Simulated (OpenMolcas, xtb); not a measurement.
# A ladder of methods for HBS (hydrogen boron sulfide)

HBS: 3 atoms, total charge 0, spin state singlet. As SMILES, `B=S`. The shape is that of a PBE0-D4/def2-TZVP optimisation.

```csv
atom,x (Å),y (Å),z (Å)
B,-0.0387,-0.0146,0.1348
S,0.3992,0.1476,-1.3933
H,-0.3605,-0.1331,1.2585
```

Quantity: the HOMO–LUMO gap, in eV. The values are calculated.

```tsv
level	kind	program	value (eV)	CPU time
GFN0-xTB	semi-empirical	xtb	5.42	under 2 s
HF/def2-TZVPPD	Hartree–Fock	OpenMolcas	12.07	11 s
SVWN5/def2-TZVPPD	LDA	OpenMolcas	5.21	17 s
revPBE/def2-TZVPPD	GGA	OpenMolcas	5.28	23 s
TPSS/def2-TZVPPD	meta-GGA	OpenMolcas	5.48	29 s
M06-2X/def2-TZVPPD	hybrid meta-GGA	OpenMolcas	9.25	25 s
PBE0/def2-TZVPPD	global hybrid	OpenMolcas	7.29	21 s
B2PLYP/def2-TZVPPD	double hybrid	OpenMolcas	9.40	19 s
```

The values span 5.21 to 12.07 eV. Orbital gaps aren't excitation energies, and those of double hybrids come from the SCF part alone; they tend to grow with the share of exact exchange. CPU times are rough (shared hosts, several kinds of processor): they show what a rung costs within a factor of a few.
